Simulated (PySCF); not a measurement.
Predicted microwave data (PySCF, PBE0-D3(BJ)/def2-SVP geometry optimisation, gas phase) for one isomer of C4H4F2:

```
Rotational constants : A = 5374, B = 3490, C = 2116 MHz
Dipole components    : |μa| = 0.00 D, |μb| = 0.00 D, |μc| = 0.00 D
Inertial defect      : 0.00 u·Å²
κ                    : -0.16
```

**Question.** Which candidate fits, each taken in the one conformer that was computed?
A. `[CH2:1]=[C:2]=[CH:3][CH:4]([F:5])[F:6]` with C2–C3–C4–F5 -123°
B. `F/C=C1\C[C@@H]1F`
C. `[F:1][CH:2]([F:3])[C:4]1=[CH:5][CH2:6]1` with F1–C2–C4–C5 125°
D. `FCC#CCF`
E. `[CH2:1]=[C:2]([F:3])[C:4](=[CH2:5])[F:6]` with C1–C2–C4–C5 180°

**Answer.** E. It is C=C(F)C(=C)F, an asymmetric top, point group C2h. The candidates at the same level (rigid rotor, commonest isotopes):

```
          SMILES  A (MHz)  B (MHz)  C (MHz)  μa (D)  μb (D)  μc (D)  Δ (u·Å²)  point group                        rotor
         FCC#CCF    15973     1177     1170    0.00    0.00    1.83    -29.26           C2  near-prolate asymmetric top
F/C=C1\C[C@@H]1F     9455     1966     1751    0.13    0.44    1.16    -21.88           C1  near-prolate asymmetric top
     FC(F)C1=CC1     7109     2651     2077    1.49    0.41    0.99    -18.32           C1               asymmetric top
    C=C(F)C(=C)F     5374     3490     2116    0.00    0.00    0.00      0.00          C2h               asymmetric top
      C=C=CC(F)F     8572     1900     1683    2.39    0.00    0.49    -24.64           Cs  near-prolate asymmetric top
```

`FC(F)C1=CC1` has A 32 % too high; `FCC#CCF` has A 197 % too high; `C=C=CC(F)F` has A 60 % too high; `F/C=C1\C[C@@H]1F` has A 76 % too high. No structure here is proved a minimum.
